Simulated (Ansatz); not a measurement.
1T (CdI2-type) HfS2 was calculated with PBE-D3(BJ) (plane waves, PAW; Ansatz, a program for electronic structure).

Settings: plane-wave cutoff 500 eV, 12×12×6 k mesh (along the axes of the cell as run), gaussian smearing 0.02 eV, scalar-relativistic PAW data made under PBE.

Computed at the level's own relaxed cell.

Question: Estimate the volume per atom, equilibrium lattice constant a, c axis length and band gap that the calculation returns.

Answer: 
- volume per atom = 21.65 Å³/atom
- equilibrium lattice constant a = 3.606 Å
- c axis length = 5.768 Å
- band gap = 0.85 eV (on the SCF k mesh)

Measured, for comparison: band gap 1.8 eV (temperature not stated, not corrected to a static lattice, fundamental, indirect, our sources range from 1.80 to 1.96; as tabulated in Rybak et al. (2022), arXiv:2210.12074); lattice constant a 3.635 Å (temperature not stated, not corrected to a static lattice; as tabulated in Björkman (2014), arXiv:1406.2436); lattice parameter c 5.83 Å (temperature not stated, zero-point anharmonic expansion removed (computed with revB86b-DF2); no thermal correction; as tabulated in Björkman (2014), arXiv:1406.2436). Computed (rounded) less measured: lattice constant a -0.8 %, lattice parameter c -1.1 %. A static lattice is as a rule a little smaller and stiffer than an uncorrected measurement, which narrows the difference in the lattice constant a and would widen misses of the other sign.

Spin–orbit coupling is not included.

Computed values are for the static lattice.

Cost on a shared machine: roughly 90 core-seconds.
